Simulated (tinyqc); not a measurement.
Worked calculation (part 2 of 2): RHF in the sto-3g basis, for H2O, spin multiplicity 1. Computed by tinyqc, a small Python program that keeps every step (integrals from PySCF). Command: `OMP_NUM_THREADS=1 python tinyqc.py 31598 31599 out.jsonl` (the two numbers bound the seeds that draw the settings). One thread of a shared host (Intel(R) Xeon(R) Processor @ 2.60GHz), about 0.06 s of CPU time with the checks.

Geometry (angstrom):
```
atom         x          y         z
O     0.000000   0.000000  0.000000
H     0.000000   0.816000  0.782000
H     0.000000  -0.816000  0.782000
```

## Iteration 9 (converged): orbitals

converged F (hartree), order 1O 1s, 1O 2s, 1O 2px, 1O 2py, 1O 2pz, 2H 1s, 3H 1s:
$$\begin{pmatrix}
-20.270381 & -5.166009 & 0.000000 & 0.000000 & -0.024653 & -0.795336 & -0.795336 \\
-5.166009 & -2.412834 & 0.000000 & 0.000000 & -0.072603 & -0.763732 & -0.763732 \\
0.000000 & 0.000000 & -0.394178 & 0.000000 & 0.000000 & 0.000000 & 0.000000 \\
0.000000 & 0.000000 & 0.000000 & -0.223315 & 0.000000 & -0.327350 & 0.327350 \\
-0.024653 & -0.072603 & 0.000000 & 0.000000 & -0.262571 & -0.347844 & -0.347844 \\
-0.795336 & -0.763732 & 0.000000 & -0.327350 & -0.347844 & -0.399077 & -0.275027 \\
-0.795336 & -0.763732 & 0.000000 & 0.327350 & -0.347844 & -0.275027 & -0.399077
\end{pmatrix}$$

X, order 1O 1s, 1O 2s, 1O 2px, 1O 2py, 1O 2pz, 2H 1s, 3H 1s:
$$\begin{pmatrix}
1.023479 & -0.135372 & 0.000000 & 0.000000 & -0.007617 & 0.017915 & 0.017915 \\
-0.135372 & 1.141272 & 0.000000 & 0.000000 & 0.071985 & -0.205183 & -0.205183 \\
0.000000 & 0.000000 & 1.000000 & 0.000000 & 0.000000 & 0.000000 & 0.000000 \\
0.000000 & 0.000000 & 0.000000 & 1.057569 & 0.000000 & -0.156063 & 0.156063 \\
-0.007617 & 0.071985 & 0.000000 & 0.000000 & 1.043419 & -0.124232 & -0.124232 \\
0.017915 & -0.205183 & 0.000000 & -0.156063 & -0.124232 & 1.119976 & -0.076735 \\
0.017915 & -0.205183 & 0.000000 & 0.156063 & -0.124232 & -0.076735 & 1.119976
\end{pmatrix}$$

Diagonalise F' = X^T F X, C = X C', fill 5 alpha and 5 beta electrons from the bottom; D = 2 C_occ C_occ^T. Each column has its largest component positive (the first on a tie).

F' = X^T F X (hartree):
$$\begin{pmatrix}
-19.897077 & -2.680833 & 0.000000 & 0.000000 & -0.054204 & -0.084283 & -0.084283 \\
-2.680833 & -1.339945 & 0.000000 & 0.000000 & 0.103750 & -0.376690 & -0.376690 \\
0.000000 & 0.000000 & -0.394178 & 0.000000 & 0.000000 & 0.000000 & 0.000000 \\
0.000000 & 0.000000 & 0.000000 & -0.039697 & 0.000000 & -0.370216 & 0.370216 \\
-0.054204 & 0.103750 & 0.000000 & 0.000000 & -0.120534 & -0.315029 & -0.315029 \\
-0.084283 & -0.376690 & 0.000000 & -0.370216 & -0.315029 & -0.029178 & -0.085193 \\
-0.084283 & -0.376690 & 0.000000 & 0.370216 & -0.315029 & -0.085193 & -0.029178
\end{pmatrix}$$

orbital energies (hartree): MO1 -20.278534, MO2 -1.208749, MO3 -0.517588, MO4 -0.456376, MO5 -0.394178, MO6 0.471732, MO7 0.533906

coefficients C, order 1O 1s, 1O 2s, 1O 2px, 1O 2py, 1O 2pz, 2H 1s, 3H 1s:
$$\begin{pmatrix}
0.994511 & -0.240167 & 0.000000 & 0.095889 & 0.000000 & -0.102993 & 0.000000 \\
0.023581 & 0.894828 & 0.000000 & -0.486566 & 0.000000 & 0.610073 & 0.000000 \\
0.000000 & 0.000000 & 0.000000 & 0.000000 & 1.000000 & 0.000000 & 0.000000 \\
0.000000 & 0.000000 & 0.632317 & 0.000000 & 0.000000 & 0.000000 & 0.875979 \\
0.003123 & 0.083762 & 0.000000 & 0.708280 & 0.000000 & 0.784948 & 0.000000 \\
-0.004250 & 0.139094 & 0.455207 & 0.348922 & 0.000000 & -0.678910 & -0.730207 \\
-0.004250 & 0.139094 & -0.455207 & 0.348922 & 0.000000 & -0.678910 & 0.730207
\end{pmatrix}$$

D after iteration 9, order 1O 1s, 1O 2s, 1O 2px, 1O 2py, 1O 2pz, 2H 1s, 3H 1s:
$$\begin{pmatrix}
2.111854 & -0.476225 & 0.000000 & 0.000000 & 0.101811 & -0.008350 & -0.008350 \\
-0.476225 & 2.076040 & 0.000000 & 0.000000 & -0.539197 & -0.090816 & -0.090816 \\
0.000000 & 0.000000 & 2.000000 & 0.000000 & 0.000000 & 0.000000 & 0.000000 \\
0.000000 & 0.000000 & 0.000000 & 0.799650 & 0.000000 & 0.575671 & -0.575671 \\
0.101811 & -0.539197 & 0.000000 & 0.000000 & 1.017372 & 0.517544 & 0.517544 \\
-0.008350 & -0.090816 & 0.000000 & 0.575671 & 0.517544 & 0.696651 & -0.132203 \\
-0.008350 & -0.090816 & 0.000000 & -0.575671 & 0.517544 & -0.132203 & 0.696651
\end{pmatrix}$$

## Convergence

Stop when the energy changes by less than 1e-10 hartree and every element of the error matrix X^T (F D S - S D F) X is below 3e-06.

Course of the cycle:
```
iteration   E (hartree)     change  largest element of the error matrix
1          -73.27140021          -                             5.00e-01
2          -74.73595664  -1.46e+00                             3.32e-01
3          -74.91638052  -1.80e-01                             1.00e-01
4          -74.92991854  -1.35e-02                             2.53e-02
5          -74.93087240  -9.54e-04                             6.13e-03
6          -74.93098634  -1.14e-04                             1.35e-03
7          -74.93099266  -6.32e-06                             2.32e-05
8          -74.93099267  -1.01e-09                             2.40e-07
9          -74.93099267  -8.53e-14                             3.64e-08
```

PySCF RHF in the same basis = -74.93099267 hartree

Converged in 9 iterations.

## Populations, bond orders and dipole

overlap S, order 1O 1s, 1O 2s, 1O 2px, 1O 2py, 1O 2pz, 2H 1s, 3H 1s:
$$\begin{pmatrix}
1.000000 & 0.236704 & 0.000000 & 0.000000 & 0.000000 & 0.035745 & 0.035745 \\
0.236704 & 1.000000 & 0.000000 & 0.000000 & 0.000000 & 0.368777 & 0.368777 \\
0.000000 & 0.000000 & 1.000000 & 0.000000 & 0.000000 & 0.000000 & 0.000000 \\
0.000000 & 0.000000 & 0.000000 & 1.000000 & 0.000000 & 0.237576 & -0.237576 \\
0.000000 & 0.000000 & 0.000000 & 0.000000 & 1.000000 & 0.227677 & 0.227677 \\
0.035745 & 0.368777 & 0.000000 & 0.237576 & 0.227677 & 1.000000 & 0.211818 \\
0.035745 & 0.368777 & 0.000000 & -0.237576 & 0.227677 & 0.211818 & 1.000000
\end{pmatrix}$$

Mulliken: Z minus the diagonal of D S on the atom; Loewdin: the same with S^(1/2) D S^(1/2); Mayer order: 2 sum_s sum (D(s) S)_ij (D(s) S)_ji over the two atoms.

Charges (e):
```
atom   Mulliken    Loewdin
1O    -0.221086  -0.162871
2H     0.110543   0.081436
3H     0.110543   0.081436
```

Mayer bond orders:
```
pair     order
2-1   0.986384
3-1   0.986384
3-2   0.001396
```

dipole moment about the origin, x y z (debye): [0.000000, 0.000000, 1.541827]
